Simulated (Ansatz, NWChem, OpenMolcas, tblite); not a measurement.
## A ladder of methods for C2H3F3 (SMILES FCC(F)F)

C2H3F3: 8 atoms, total charge 0, spin state singlet. As SMILES, `FCC(F)F`. The shape is that of a PBE0-D4/def2-TZVP optimisation. This is one conformer, not always the lowest.

```xyz
8

F    -1.1428   -0.6810    1.1631
C    -0.1882    0.1951    0.7118
C     0.1729   -0.1524   -0.7113
F     0.8242   -1.3358   -0.7565
F     1.0117    0.8036   -1.1822
H     0.7017    0.1189    1.3425
H    -0.5885    1.2115    0.7473
H    -0.6988   -0.2170   -1.3705
```

Quantity: the dipole moment, in D. The values are calculated.

```csv
level,kind,program,value (D),CPU time
IPEA1-xTB,semi-empirical,tblite,2.35,under 2 s
GFN2-xTB,semi-empirical,tblite,2.02,under 2 s
HF/def2-SVP,Hartree–Fock,Ansatz,1.78,4.8 s
SVWN5/def2-SVP,LDA,NWChem,1.35,35 s
PBE/def2-SVP,GGA,OpenMolcas,1.30,36 s
TPSS/def2-SVP,meta-GGA,NWChem,1.36,1.7 min
B3LYP/def2-SVP,global hybrid,OpenMolcas,1.43,33 s
CAM-B3LYP/def2-SVP,range-separated hybrid,NWChem,1.48,46 s
```

The values span 1.30 to 2.35 D. CPU times are rough (shared hosts, several kinds of processor): they show what a rung costs within a factor of a few.
